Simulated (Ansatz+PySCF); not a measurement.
A calculation with Ansatz (development build ahead of 0.2.0).

```yaml
crystal:
  periodic: [false, false, false]
  atoms:
    - { symbol: C, position_ang: [0.0, 0.0, -1.11648] }
    - { symbol: S, position_ang: [0.0, 0.0, 0.41868] }
basis:
  gaussian: { orbitals: def2-SVP }
hamiltonian:
  xc: pbe
scf:
  omitted_lower_state_checks: [starts, atomic_configurations, cluster_reference, orbital_swaps, given_window_search, neighbouring_geometries, increment]
output:
  forces: true
```

The input is written out in the form of the current development build from the run's settings.

The run gave:

```json
{
  "Converged": "yes",
  "Total energy": "-435.83819 hartree",
  "Spin squared of the determinant": "0.000",
  "Stability test": "minimum among restricted orbitals"
}
```

Forces (eV/Å):
```json
{"atom": "C1", "Fx": "0.000", "Fy": "0.000", "Fz": "-0.987"}
{"atom": "S2", "Fx": "0.000", "Fy": "0.000", "Fz": "0.987"}
```
